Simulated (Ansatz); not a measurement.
**PH₂ radical: up Jacob's ladder to CCSD(T)**

An exercise on one series of results from a longer session: the logs are not shown, and one member is left open.

Method: functionals in def2-TZVPP, the program's frozen cores in correlated methods; program: Ansatz 0.2.0, Gaussian basis.

Levels to be run: LDA (SPW92), PBE-D4, revPBE-D4, BLYP-D4, r2SCAN-D4, B97M-V, PBE0-D4, B3LYP-D4, r2SCANh-D4, r2SCAN0-D4, HSE06-D4, BHLYP-D4, CAM-B3LYP-D4, LC-ωPBE, ωB97X-V, ωB97M-V, B2PLYP, PBE-QIDH; CCSD(T)/def2-SVP; CCSD(T)/def2-TZVPP; CCSD(T)/def2-QZVPP; extrapolation to the limit; RPA on PBE.

## Structure used throughout

An earlier PBE0-D4 in a triple-zeta def2 set relaxation fixed the geometry.

3 atoms, charge 0, spin multiplicity 2.

Atoms are counted from 1 here; the program's logs count them from 0.

Bond lengths: P1–H2 1.424 Å, P1–H3 1.424 Å. Angles: H2–P1–H3 91.5°.

The first run:

in.yaml

```yaml
crystal:
  periodic: [false, false, false]
  atoms:
    - {symbol: P, position_ang: [-0.000000, -0.000000, 0.123908]}
    - {symbol: H, position_ang: [-0.000000, 1.019953, -0.869724]}
    - {symbol: H, position_ang: [0.000000, -1.019953, -0.869724]}
basis:
  gaussian: {orbitals: def2-TZVPP}
magnetization: {spin_polarized: true, initial_magnetization: 1}
hamiltonian: {xc: lda}
output: {orbitals: {seedname: orbitals}}
```

Started as:

```sh
$ ansatz run in.yaml --threads 2 --pin off --events-out ev --progress --plain --max-ram 22528MiB --backend cpu
```

Steps of the session up to this table: LDA; PBE-D4 (GGA); revPBE-D4 (GGA); BLYP-D4 (GGA); r2SCAN-D4 (meta-GGA); B97M-V (meta-GGA); PBE0-D4 (hybrid); B3LYP-D4 (hybrid); r2SCANh-D4 (hybrid); r2SCAN0-D4 (hybrid); HSE06-D4 (hybrid); BHLYP-D4 (hybrid); CAM-B3LYP-D4 (range-separated); LC-ωPBE (range-separated); ωB97X-V (range-separated); ωB97M-V (range-separated); B2PLYP (double hybrid); PBE-QIDH (double hybrid).

One table of the session follows, with a row left open; its other results are not shown here.

It belongs to the step «Orbital energies across the functionals». 

```
  functional  HOMO (eV)  LUMO (eV)  gap (eV)
 LDA (SPW92)      -5.94      -4.62      1.32
      PBE-D4      -5.99      -4.13      1.86
   revPBE-D4      -5.98      -4.01      1.97
     BLYP-D4      -5.73      -4.15      1.57
   r2SCAN-D4      -6.44      -3.63      2.81
      B97M-V      -6.14      -4.06      2.07
     PBE0-D4      -7.22      -3.04      4.18
    B3LYP-D4      -6.85      -3.47      3.38
  r2SCANh-D4      -6.88      -3.25      3.63
  r2SCAN0-D4      -7.54      -2.69      4.84
    HSE06-D4      -6.82      -3.43      3.39
    BHLYP-D4      -8.17      -2.08      6.09
CAM-B3LYP-D4      -8.43      -2.03      6.40
     LC-ωPBE     -10.01      -0.53      9.49
     ωB97X-V          ?          ?         ?
     ωB97M-V      -9.02      -1.22      7.80
```

Q: Estimate the row for ωB97X-V from the others.

The run gave: HOMO (eV): -9.40; LUMO (eV): -1.07; gap (eV): 8.33. In the column «HOMO (eV)» it lies between LC-ωPBE (-10.01) and ωB97M-V (-9.02).
